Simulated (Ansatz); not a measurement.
**HF/STO-3G run of BH2F (SMILES BF)**

What is the energy change on altering one bond length of BH2F at HF/STO-3G? 

The results are computed with Ansatz 0.2.0.

48 further runs of the same task are left out: 48 set aside as unsound or not needed.

## (1) The structure to begin with

The species is BH2F (4 atoms), meant as a singlet with charge 0. SMILES: `BF`. Geometry: relaxed at PBE0-D4/def2-TZVP.

Bond lengths: B1–F2 1.317 Å, B1–H3 1.197 Å, B1–H4 1.198 Å. Angles: F2–B1–H3 117.8°, F2–B1–H4 117.8°, H3–B1–H4 124.4°.

## (2) A single-point energy at HF/STO-3G

run.yaml reads:

```yaml
crystal:
  periodic: [false, false, false]
  atoms:
    - {symbol: B, position_ang: [-0.027300, -0.004000, -0.030800]}
    - {symbol: F, position_ang: [1.061200, -0.296700, 0.649900]}
    - {symbol: H, position_ang: [-1.012500, -0.649100, 0.186200]}
    - {symbol: H, position_ang: [0.034200, 0.889600, -0.825600]}
basis:
  gaussian: {orbitals: STO-3G}
total_charge: 0
hamiltonian: {xc: hf}
accuracy: high
output: {orbitals: {seedname: orbitals}}
```

The run is started by

```sh
$ ansatz run run.yaml --threads 1 --pin off --max-ram 3480MiB --events-out events.jsonl --progress --plain --runs-dir runs
```

Standard output:

```text
Warning: RAYON_NUM_THREADS=1 ignored (pool sized by the plan → 1); use --threads N
Functional definition: HF
  name "HF"
  exchange = exact_x
  correlation = 0
186 factors; integrals over basis functions are off by at most 8.6e-9 eV
mean field evaluation 1: about -3361.9132 eV, gradient 1.9e1 eV
mean field evaluation 2: about -3361.9421 eV, gradient 1.9e1 eV
mean field evaluation 4: about -3363.3643 eV, gradient 1.1e0 eV
mean field evaluation 8: about -3363.3684 eV, gradient 3.2e-6 eV
mean field -3363.36842971 eV, -123.6015100189 hartree, gradient 8.5e-8 eV, S^2 0.000000; 0 other end points of the search recorded, 0 dependent functions left out
reference -3363.36842971 eV, -123.6015100189 hartree; 8, 8 occupied and 4, 4 virtual orbitals, 186 factors
Total energy: -3363.36842971 eV, -123.6015100189 hartree
```

Run time: 0.06 s. Hardware: 1 thread of Arm Neoverse V1, shared host.

## (3) The distorted shape

in.yaml reads:

```yaml
crystal:
  periodic: [false, false, false]
  atoms:
    - {symbol: B, position_ang: [0.120516, 0.092789, -0.063358]}
    - {symbol: F, position_ang: [1.209016, -0.199911, 0.617342]}
    - {symbol: H, position_ang: [-1.012500, -0.649100, 0.186200]}
    - {symbol: H, position_ang: [0.182016, 0.986389, -0.858158]}
basis:
  gaussian: {orbitals: STO-3G}
hamiltonian: {xc: hf}
accuracy: high
output: {orbitals: {seedname: orbitals}}
```

The run is started by

```sh
$ ansatz run in.yaml --threads 1 --pin off --max-ram 3480MiB --events-out events.jsonl --progress --plain --runs-dir runs
```

Standard output:

```text
Warning: RAYON_NUM_THREADS=1 ignored (pool sized by the plan → 1); use --threads N
[... 4 set-up lines as earlier in the session ...]
186 factors; integrals over basis functions are off by at most 6.9e-9 eV
mean field evaluation 1: about -3361.2603 eV, gradient 1.9e1 eV
mean field evaluation 2: about -3361.2857 eV, gradient 1.9e1 eV
mean field evaluation 4: about -3362.7816 eV, gradient 1.2e0 eV
mean field evaluation 8: about -3362.7870 eV, gradient 3.5e-6 eV
mean field -3362.78696074 eV, -123.5801414282 hartree, gradient 2.4e-8 eV, S^2 0.000000; 0 other end points of the search recorded, 0 dependent functions left out
reference -3362.78696074 eV, -123.5801414282 hartree; 8, 8 occupied and 4, 4 virtual orbitals, 186 factors
Total energy: -3362.78696074 eV, -123.5801414282 hartree
```

Wall time 0.06 s (1 thread of Arm Neoverse V1, shared host).

## (4) Outcome

At HF/STO-3G:

```
                                                         quantity          value
                                        first shape: total energy  -123.60151 Eh
                                         first shape: HOMO energy      -10.94 eV
                                         first shape: LUMO energy        7.50 eV
                                       first shape: HOMO–LUMO gap       18.43 eV
                                    distorted shape: total energy  -123.58014 Eh
                                     distorted shape: HOMO energy      -10.43 eV
                                     distorted shape: LUMO energy        7.52 eV
                                   distorted shape: HOMO–LUMO gap       17.95 eV
energy change with the B1–H3 bond stretched from 1.197 to 1.377 Å       0.581 eV
```

In words: With the B1–H3 bond stretched from 1.197 to 1.377 Å the energy rises by 0.58 eV (13.4 kcal/mol). The first shape isn't relaxed at this level, so the change isn't measured from a minimum. The minimal basis adds a large error of its own.
